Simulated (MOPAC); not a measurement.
MOPAC input (AM1):

```
AM1 1SCF CHARGE=1 GEO-OK AUX(PRECISION=9) THREADS=1
HBe

Be   -0.00000000 1   -0.00000000 1   -0.26442914 1
H     0.00000000 1    0.00000000 1    1.05771656 1
```

Task: What heat of formation does the run end on, and which ionisation energy by Koopmans theorem?

Result: 278.07 kcal/mol; 19.62 eV.
